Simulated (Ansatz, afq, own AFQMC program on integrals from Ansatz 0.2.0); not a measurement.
# AlSiH, triplet → AlSiH⁺, doublet

```xyz
3

Si    0.0000   -0.0360    1.1654
Al    0.0000   -0.0118   -1.2249
H     0.0000    1.3177    0.3154
```

Connectivity, by distances: SiH–Al.

E(doublet, charge +1) − E(triplet, charge +0) at this geometry, on UHF and UHF determinants.

Basis 6-31G. Only valence electrons are correlated. Ansatz 0.2.0 and our own AFQMC program on the same integrals; the CISD trial comes from CCSD amplitudes, and released means the phaseless constraint is let go. Uncertainties: one standard error, sampling alone. The errors of all members are added in quadrature.

Full CI on the same integrals is exact in this basis and with this determinant's frozen core.

Errors are counted within 6-31G, not against nature.

Cautions: AlSiH (triplet): the released energies have errors that jump between times, so the bars are unsure, so no released level is given (meV from the phaseless value at times in 1/Eh: -2.6 ± 0.8 at 0.24, -5.2 ± 0.6 at 0.51, -7.7 ± 0.5 at 0.99, -5 ± 7 at 1.62, -12.1 ± 0.5 at 2.40), its ph-AFQMC/CISD value lies 15.8 ± 0.7 meV above full CI; AlSiH⁺ (doublet): the search met a lower determinant of the same kind, perhaps of another symmetry (232 meV lower), and this one is a saddle point, strong correlation (T1 0.085, weight of the determinant 0.79, largest double 0.14), unrestricted determinant spin contaminated (⟨S²⟩ 0.88 against 0.75), the released energy hasn't reached full CI (23 meV above it at 2.40 1/Eh), so no released level is given (meV from the phaseless value at times in 1/Eh: -2 ± 4 at 0.24, -3 ± 3 at 0.51, -5.5 ± 2.3 at 0.99, -7.1 ± 2.1 at 1.62, -6 ± 3 at 2.40), its ph-AFQMC/CISD value lies 29 ± 3 meV above full CI.

```tsv
level	vertical ionization energy (kcal/mol)
HF	170.4
CCSD	166.3
```

(1) From these cheaper values, estimate the vertical ionization energy at the reference level in 6-31G.

(1) 165.7 kcal/mol (full CI in 6-31G).

| level | vertical ionization energy (kcal/mol) | error against FCI (kcal/mol) |
| --- | --- | --- |
| MP2 | 169.9 | 4.1 |
| CCSD(T) | 166.0 | 0.3 |
| CCSDT | 165.7 | 0.0 |
| CCSDT(Q) | 165.7 | -0.1 |
| CCSDTQ | 165.7 | 0.0 |
| ph-AFQMC/HF | 166.9 ± 0.7 | 1.1 ± 0.7 |
| ph-AFQMC/CISD | 166.0 ± 0.08 | 0.3 ± 0.08 |

Correlation beyond CCSD(T) takes off 0.3 kcal/mol. The perturbative (T) step is worth −0.3 kcal/mol. Where the cautions show a poor determinant, the low rows tell how each method copes with it, not its usual error.

CCSDT and higher add their correlation energy to the determinant of the CCSD(T) run, since their own runs factorise the integrals more tightly (a shift of under 2 meV). A walk keeps the symmetry of its determinant, which the program's search chose and which needn't be the lowest solution, so a lower state of the same spin and another symmetry isn't excluded.
